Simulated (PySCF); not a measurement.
Molecule: `C[S@@](=O)C=S`, C$_{2}$H$_{4}$OS$_{2}$.

Geometry:
```csv
atom,x (Å),y (Å),z (Å)
C1,-0.771,0.327,-0.934
S2,0.883,0.510,-0.208
O3,0.948,1.826,0.498
C4,0.738,-0.793,1.042
S5,0.272,-2.312,0.804
H6,-0.909,-0.720,-1.238
H7,-1.504,0.634,-0.175
H8,-0.805,1.000,-1.800
H9,1.147,-0.402,1.992
```

Geometry PBE0-D3(BJ)/def2-SVP throughout; GIAO in PySCF 2.14, gas phase, one conformer, non-relativistic; equivalent atoms averaged; basis pcSseg-2.

For orientation, PBE0 gives these shifts δ (against TMS, CS2, H2O at the same level): C4 297.3, C1 46.6, S5 1143.0, S2 446.6, O3 94.6, H9 12.99, H6/H7/H8 2.70 ppm.

A run gave: C4 308.4, C1 50.8, S5 1215.0, S2 488.7, O3 139.0, H9 13.49, H6/H7/H8 2.80 ppm (shifts δ (against TMS, CS2, H2O at the same level)).

Problem. Which functional was used in that run?
A. HF
B. OPBE
C. mPW1PW91
D. WP04
E. LDA

Solution. E. S5 tells them apart best: LDA gives 1215.0, HF gives 1067.7, mPW1PW91 gives 1145.4, WP04 gives 1136.4, OPBE gives 1051.6 ppm.
